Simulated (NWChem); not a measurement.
Program: NWChem. System: CH2, charge 0, spin multiplicity 3, at a geometry optimised with UPBE0/def2-SVP. The structure started from a generated list of species. Its SCF solution wasn't tested for a lower state. Level: UCCSD(T)/6-311G** (spherical d), 1 core orbitals frozen.

The NWChem input:

```
start mol
memory heap 100 mb stack 700 mb global 1900 mb
geometry units angstroms nocenter noautoz
  C      0.000000     0.000000    -0.105884
  H      1.004074     0.000000     0.317651
  H     -1.004074     0.000000     0.317651
  symmetry group C2v
end
basis spherical
  * library 6-311g**
end
scf
  uhf
  nopen 2
  maxiter 100
  thresh 1e-7
  semidirect memsize 60000000 filesize 0
  # guess.movecs holds the orbitals of an unrestricted PBE0 run
  vectors input guess.movecs output mol.movecs
end
tce
  freeze core 1
  ccsd(t)
  thresh 1e-6
  maxiter 100
  tilesize 24
end
task tce energy
```

Part of the output:

```
             Northwest Computational Chemistry Package (NWChem) 7.3.0
             --------------------------------------------------------

                                NWChem Input Module
                                -------------------

 Scaling coordinates for geometry "geometry" by  1.889725989
 (inverse scale =  0.529177249)

 Turning off AUTOSYM since
 SYMMETRY directive was detected!

                             Geometry "geometry" -> ""
                             -------------------------

 Output coordinates in angstroms (scale by  1.889725989 to convert to a.u.)

  No.       Tag          Charge          X              Y              Z
 ---- ---------------- ---------- -------------- -------------- --------------
    1 C                    6.0000     0.00000000     0.00000000    -0.10588400
    2 H                    1.0000     1.00407400     0.00000000     0.31765100
    3 H                    1.0000    -1.00407400     0.00000000     0.31765100

 Effective nuclear repulsion energy (a.u.)       6.0906771635

            Nuclear Dipole moment (a.u.)
            ----------------------------
        X                 Y               Z
 ---------------- ---------------- ----------------
     0.0000000000     0.0000000000    -0.0000037795

      Symmetry information
      --------------------

 Group name             C2v
 Group number             16
 Group order               4
 No. of unique centers     2

      Symmetry unique atoms

     1    2


 Summary of "ao basis" -> "" (spherical)
 ------------------------------------------------------------------------------
       Tag                 Description            Shells   Functions and Types
 ---------------- ------------------------------  ------  ---------------------
 *                          6-311g**                  on all atoms

 Summary of "ao basis" -> "ao basis" (spherical)
 ------------------------------------------------------------------------------
       Tag                 Description            Shells   Functions and Types
 ---------------- ------------------------------  ------  ---------------------
 C                          6-311g**                 8       18   4s3p1d
 H                          6-311g**                 4        6   3s1p

                                 NWChem SCF Module
                                 -----------------

  ao basis        = "ao basis"
  functions       =    30
  atoms           =     3
  alpha electrons =     5
  beta  electrons =     3
  charge          =   0.00
  wavefunction    = UHF
  use symmetry    = T
  symmetry adapt  = T

 Summary of "ao basis" -> "ao basis" (spherical)
 ------------------------------------------------------------------------------
       Tag                 Description            Shells   Functions and Types
 ---------------- ------------------------------  ------  ---------------------
 C                          6-311g**                 8       18   4s3p1d
 H                          6-311g**                 4        6   3s1p

      Symmetry analysis of basis
      --------------------------

        a1         14
        a2          2
        b1          9
        b2          5

 Forming initial guess at       0.0s

   Symmetry analysis of molecular orbitals - initial alpha
   -------------------------------------------------------

  Numbering of irreducible representations:

     1 a1          2 a2          3 b1          4 b2

  Orbital symmetries:

     1 a1          2 a1          3 b1          4 a1          5 b2
     6 a1          7 b1          8 a1          9 b1         10 b2
    11 a1         12 b1         13 a1         14 a2         15 a1

   Symmetry analysis of molecular orbitals - initial beta
   ------------------------------------------------------

  Numbering of irreducible representations:

     1 a1          2 a2          3 b1          4 b2

  Orbital symmetries:

     1 a1          2 a1          3 b1          4 a1          5 b2
     6 a1          7 b1          8 a1          9 b1         10 b2
    11 a1         12 b1         13 a1         14 a2         15 a1

 Starting SCF solution at       0.0s

 ----------------------------------------------
         Quadratically convergent UHF

 Convergence threshold     :          1.000E-07
 Maximum no. of iterations :          100
 Integral*density screening:          1.000E-09
 ----------------------------------------------

              iter       energy          gnorm     gmax       time
             ----- ------------------- --------- --------- --------
                 1      -38.9300161967  2.44D-01  8.36D-02      0.0
                 2      -38.9334432551  1.38D-02  6.02D-03      0.0
                 3      -38.9335172212  1.44D-04  5.05D-05      0.0
                 4      -38.9335172301  1.47D-08  4.67D-09      0.1

       Final UHF  results
       ------------------

         Total SCF energy =    -38.933517230066
      One electron energy =    -63.801457329469
      Two electron energy =     18.777262935913
 Nuclear repulsion energy =      6.090677163490

                       Sz =      1.0000
                 Sz(Sz+1) =      2.0000
                      S^2 =      2.0168

        Time for solution =      0.0s

       Symmetry analysis of molecular orbitals - alpha
       -----------------------------------------------

  Numbering of irreducible representations:

     1 a1          2 a2          3 b1          4 b2

  Orbital symmetries:

     1 a1          2 a1          3 b1          4 a1          5 b2
     6 a1          7 b1          8 a1          9 b1         10 b2
    11 a1         12 b1         13 a1         14 a2         15 a1
[...]
   Bfn.  Coefficient  Atom+Function         Bfn.  Coefficient  Atom+Function
  ----- ------------  ---------------      ----- ------------  ---------------
    21      1.870053  2 H  s                 27     -1.870053  3 H  s
    11     -1.180566  1 C  px                20     -0.150577  2 H  s
    26      0.150577  3 H  s

 Vector    8  Occ=0.000000D+00  E= 4.282730D-01  Symmetry=a1
              MO Center=  2.8D-16, -2.1D-15,  5.7D-01, r^2= 2.1D+00
   Bfn.  Coefficient  Atom+Function         Bfn.  Coefficient  Atom+Function
  ----- ------------  ---------------      ----- ------------  ---------------
    10      1.318277  1 C  s                 20     -1.170646  2 H  s
    26     -1.170646  3 H  s                 13      0.779125  1 C  pz
    21      0.207848  2 H  s                 27      0.207848  3 H  s

                     UHF Final Beta Molecular Orbital Analysis
                     -----------------------------------------

 Vector    2  Occ=1.000000D+00  E=-7.703413D-01  Symmetry=a1
              MO Center=  7.8D-17,  5.3D-17,  1.8D-01, r^2= 1.0D+00
   Bfn.  Coefficient  Atom+Function         Bfn.  Coefficient  Atom+Function
  ----- ------------  ---------------      ----- ------------  ---------------
     6      0.400321  1 C  s                 10      0.262126  1 C  s
    20      0.192592  2 H  s                 26      0.192592  3 H  s
     2     -0.158127  1 C  s

 Vector    3  Occ=1.000000D+00  E=-5.815402D-01  Symmetry=b1
              MO Center= -8.8D-16,  2.9D-16,  1.3D-01, r^2= 1.3D+00
   Bfn.  Coefficient  Atom+Function         Bfn.  Coefficient  Atom+Function
  ----- ------------  ---------------      ----- ------------  ---------------
     7      0.262668  1 C  px                20      0.257747  2 H  s
    26     -0.257747  3 H  s                  3      0.185609  1 C  px
    19      0.152710  2 H  s                 25     -0.152710  3 H  s

 Vector    4  Occ=0.000000D+00  E= 1.273955D-01  Symmetry=a1
              MO Center=  2.3D-16, -4.7D-31, -3.2D-01, r^2= 1.8D+00
   Bfn.  Coefficient  Atom+Function         Bfn.  Coefficient  Atom+Function
  ----- ------------  ---------------      ----- ------------  ---------------
    10      0.671040  1 C  s                 13     -0.620026  1 C  pz
    21     -0.244300  2 H  s                 27     -0.244300  3 H  s
     5     -0.164102  1 C  pz

 Vector    5  Occ=0.000000D+00  E= 1.518655D-01  Symmetry=b2
              MO Center=  9.0D-17,  1.2D-17, -8.4D-02, r^2= 1.8D+00
   Bfn.  Coefficient  Atom+Function         Bfn.  Coefficient  Atom+Function
  ----- ------------  ---------------      ----- ------------  ---------------
    12      0.787466  1 C  py                 4      0.187369  1 C  py
     8      0.172800  1 C  py

 Vector    6  Occ=0.000000D+00  E= 1.859393D-01  Symmetry=a1
              MO Center= -9.7D-16,  6.1D-16,  3.3D-01, r^2= 5.0D+00
   Bfn.  Coefficient  Atom+Function         Bfn.  Coefficient  Atom+Function
  ----- ------------  ---------------      ----- ------------  ---------------
    10      1.721490  1 C  s                 21     -1.344684  2 H  s
    27     -1.344684  3 H  s                 13      0.526240  1 C  pz

 center of mass
 --------------
 x =   0.00000000 y =   0.00000000 z =  -0.08498785

 moments of inertia (a.u.)
 ------------------
           1.105501681103           0.000000000000           0.000000000000
           0.000000000000           8.362286362886           0.000000000000
           0.000000000000           0.000000000000           7.256784681783

  Mulliken analysis of the total density
  --------------------------------------

    Atom       Charge   Shell Charges
 -----------   ------   -------------------------------------------------------
    1 C    6     6.26   1.10  0.89  0.55  0.75  1.34  0.62  0.98  0.02
    2 H    1     0.87   0.25  0.51  0.08  0.03
    3 H    1     0.87   0.25  0.51  0.08  0.03

  Mulliken analysis of the alpha density
  --------------------------------------

    Atom       Charge   Shell Charges
 -----------   ------   -------------------------------------------------------
    1 C    6     4.24   0.55  0.44  0.45  0.45  1.09  0.39  0.86  0.01
    2 H    1     0.38   0.12  0.22  0.02  0.02
    3 H    1     0.38   0.12  0.22  0.02  0.02

   Mulliken analysis of the beta density
   -------------------------------------

    Atom       Charge   Shell Charges
 -----------   ------   -------------------------------------------------------
    1 C    6     2.02   0.55  0.45  0.10  0.31  0.25  0.23  0.12  0.01
    2 H    1     0.49   0.13  0.29  0.06  0.01
    3 H    1     0.49   0.13  0.29  0.06  0.01

   Mulliken analysis of the spin density
   -------------------------------------

    Atom       Charge   Shell Charges
 -----------   ------   -------------------------------------------------------
    1 C    6     2.21   0.00 -0.00  0.34  0.14  0.84  0.16  0.74 -0.01
    2 H    1    -0.11  -0.02 -0.07 -0.03  0.01
    3 H    1    -0.11  -0.02 -0.07 -0.03  0.01

       Multipole analysis of the density wrt the origin
       ------------------------------------------------

     L   x y z        total         alpha         beta         nuclear
     -   - - -        -----         -----         ----         -------
     0   0 0 0     -0.000000     -5.000000     -3.000000      8.000000

     1   1 0 0      0.000000      0.000000      0.000000      0.000000
     1   0 1 0      0.000000      0.000000     -0.000000      0.000000
     1   0 0 1      0.228419      0.608921     -0.380498     -0.000004

     2   2 0 0     -4.332572     -6.266276     -5.266738      7.200441
     2   1 1 0      0.000000      0.000000      0.000000      0.000000
     2   1 0 1     -0.000000     -0.000000      0.000000      0.000000
     2   0 2 0     -6.002375     -4.578081     -1.424294      0.000000
     2   0 1 1     -0.000000     -0.000000     -0.000000      0.000000
     2   0 0 2     -5.652143     -4.902748     -1.710271      0.960876

                   NWChem Extensible Many-Electron Theory Module
                   ---------------------------------------------


            General Information
            -------------------
      Number of processors :     1
         Wavefunction type : Unrestricted Hartree-Fock
          No. of electrons :     8
           Alpha electrons :     5
            Beta electrons :     3
           No. of orbitals :    60
            Alpha orbitals :    30
             Beta orbitals :    30
        Alpha frozen cores :     1
         Beta frozen cores :     1
     Alpha frozen virtuals :     0
      Beta frozen virtuals :     0
         Spin multiplicity : triplet
    Number of AO functions :    30
       Number of AO shells :    16
        Use of symmetry is : on
      Symmetry adaption is : on
         Schwarz screening : 0.10D-09

          Correlation Information
          -----------------------
          Calculation type : Coupled-cluster singles & doubles w/ perturbation
   Perturbative correction : (T)
            Max iterations :      100
        Residual threshold : 0.10D-05
     T(0) DIIS level shift : 0.00D+00
     L(0) DIIS level shift : 0.00D+00
     T(1) DIIS level shift : 0.00D+00
     L(1) DIIS level shift : 0.00D+00
     T(R) DIIS level shift : 0.00D+00
     T(I) DIIS level shift : 0.00D+00
   CC-T/L Amplitude update :  5-th order DIIS
                I/O scheme : Global Array Library
        L-threshold :  0.10D-05
        EOM-threshold :  0.10D-05
 no EOMCCSD initial starts read in
 TCE RESTART OPTIONS
 SLICE:      F
 D4D5:       F
 quantumc:   F
 qrotation:  F
 pwtce:      F
 qducc:      F
 nacto:                         0
 nrotv:                         0
 nrot:                          0

            Memory Information
            ------------------
          Available GA space size is     249035000 doubles
          Available MA space size is     104855596 doubles

 Maximum block size supplied by input
 Maximum block size        24 doubles

 tile_dim =     12

 -------------------------------------------------

 Global array virtual files algorithm will be used

 Parallel file system coherency ......... OK


 half-transformed integrals in memory

 2-e (intermediate) file size =         1716300
 2-e (intermediate) file name = ./mol.v2i

 2-e integrals stored in memory



CCSD iterations
 ---------------------------------------------------------
 Iter          Residuum       Correlation     Cpu    Wall
 ---------------------------------------------------------
    1   0.1002586706028  -0.0993797339730     0.0     0.0
    2   0.0300655841114  -0.1142145328729     0.0     0.0
    3   0.0132198187434  -0.1172126329545     0.0     0.0
    4   0.0070623927504  -0.1181488910464     0.0     0.0
    5   0.0041574304901  -0.1185228744784     0.0     0.0
    6   0.0006150023413  -0.1189219989945     0.0     0.0
    7   0.0002958136849  -0.1189135355854     0.0     0.0
    8   0.0001810770580  -0.1189120233954     0.0     0.0
    9   0.0001162324745  -0.1189116391291     0.0     0.0
   10   0.0000759208902  -0.1189116495832     0.0     0.0
   11   0.0000081543722  -0.1189121344575     0.0     0.0
   12   0.0000034403469  -0.1189125160191     0.0     0.0
   13   0.0000018977624  -0.1189126891230     0.0     0.0
   14   0.0000011251565  -0.1189127611528     0.0     0.0
   15   0.0000006862451  -0.1189127985449     0.0     0.0
 -----------------------------------------------------------------
 Iterations converged
 CCSD correlation energy / hartree =        -0.118912798544925
 CCSD total energy / hartree       =       -39.052430028610850

 Singles contributions

 Doubles contributions
 CCSD(T)
 Using plain CCSD(T) code
             total no. of tasks          280
 total no. of tasks / no. procs          280
                         wl_min            8           1.4
                         wl_max        10648           4.7
        thresh for no. of tasks          280

 CCSD[T]  correction energy / hartree =        -0.002225977530292
 CCSD[T] correlation energy / hartree =        -0.121138776075217
 CCSD[T] total energy / hartree       =       -39.054656006141144
 CCSD(T)  correction energy / hartree =        -0.002180427139130
 CCSD(T) correlation energy / hartree =        -0.121093225684056
 CCSD(T) total energy / hartree       =       -39.054610455749980

 Task  times  cpu:        0.7s     wall:        0.7s

 Total times  cpu:        0.8s     wall:        0.8s
```
